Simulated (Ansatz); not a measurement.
Basis-set extrapolation for BH4N (`BN`) (PBE0-D4/def2-TZVP geometry, frozen core, the Gaussian-basis code of Ansatz). Multiplicity 1, RHF reference.

```json
{"": "HF", "cc-pV(T+d)Z": "-81.526629", "cc-pV(Q+d)Z": "-81.532897"}
{"": "MP2 correlation", "cc-pV(T+d)Z": "-0.327564", "cc-pV(Q+d)Z": "-0.349506"}
{"": "CCSD(T) correlation", "cc-pV(T+d)Z": "-0.362675", "cc-pV(Q+d)Z": "-0.381786"}
```

Energies in hartree. Use E(X) = E(∞) + A·exp(−5.46·√X) for Hartree–Fock and E(X) = E(∞) + B·X^(−3.05) for correlation, with X = 3 and 4.

Task: What is the CCSD(T) energy at the basis-set limit?

Result: HF limit: -81.532897 + (-0.006268) × 0.30130 = -81.53479. Correlation limit: -0.381786 + (-0.019111) × 0.71189 = -0.39539. Total: -81.93018 hartree, 107.3 kJ/mol below CCSD(T)/cc-pV(T+d)Z.
